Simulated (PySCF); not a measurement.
Below is a simulated gas-phase C 1s photoelectron spectrum of `NC[C@H]1C=N1`.

Every computed line was given a Gaussian of 0.6 eV full width at half maximum and an area set by the number of equivalent atoms; the highest printed point is 100. Computed, not measured: delta-SCF UKS SCAN, pcX-2 on the ionised atom, pcseg-1 elsewhere, spin-free X2C in PySCF 2.14.0.

(binding energy (eV), intensity): (290.7, 0), (290.8, 1), (290.9, 2), (291.0, 5), (291.1, 12), (291.2, 25), (291.3, 45), (291.4, 68), (291.5, 89), (291.6, 100), (291.7, 98), (291.8, 85), (291.9, 69), (292.0, 56), (292.1, 51), (292.2, 52), (292.3, 53), (292.4, 51), (292.5, 42), (292.6, 31), (292.7, 19), (292.8, 10), (292.9, 5), (293.0, 2), (293.1, 1), (293.2, 0)

Problem. Count the maxima, the lines and the sites behind this envelope.

Solution. The curve has 2 maxima (at 291.6 and 292.3 eV). Under it lie 3 lines from 3 inequivalent carbon sites. At this width some lines have no maximum of their own.

Problem. Decompose the envelope and assign each component. Numbering: `[NH2:1][CH2:2][C@H:3]1[CH:4]=[N:5]1`.

Solution. 
```tsv
position (eV)	relative area	line	atoms	environment
291.58	1	C 1s	C2	sp3 carbon bound to nitrogen
291.67	1	C 1s	C3	sp3 carbon bound to nitrogen
292.34	1	C 1s	C4	C=N carbon
```

Problem. What are the centre and the root-mean-square width of the whole band?

Solution. The area-weighted mean of the lines is 291.87 eV. Their own spread about it is 0.34 eV (rms) and each Gaussian has σ = 0.6/2.355 = 0.25 eV; the variances add, which gives 0.42 eV.

The listed C 1s values span 0.76 eV, from C2 (bonded to N, C and 2 H) to C4 (bonded to N (double bond), C and H). The widest gap between neighbouring values is 0.67 eV, between 291.67 and 292.34 eV. Summing the Pauling electronegativity differences to the bonded atoms, each weighted by its formal bond order, gives -0.21 for the lowest site and +0.63 for the highest; no listed site has a larger sum than the highest.

The curve has no shake-up lines and no vibrational structure. The unrestricted hole states depart most from a pure doublet (⟨S²⟩ = 0.75; over 0.85 named) for C 1s of C4 (1.00), which makes this value less certain. One conformer (not necessarily the lowest) at the PBE0-D3(BJ)/def2-SVP geometry, without solvent, vibrations or thermal averaging.

Shape of the structure used: `[NH2:1][CH2:2][C@H:3]1[CH:4]=[N:5]1`: N1–C2–C3–C4 -135°, H–N1–C2–C3 55°, H–N1–C2–C3 -61°.
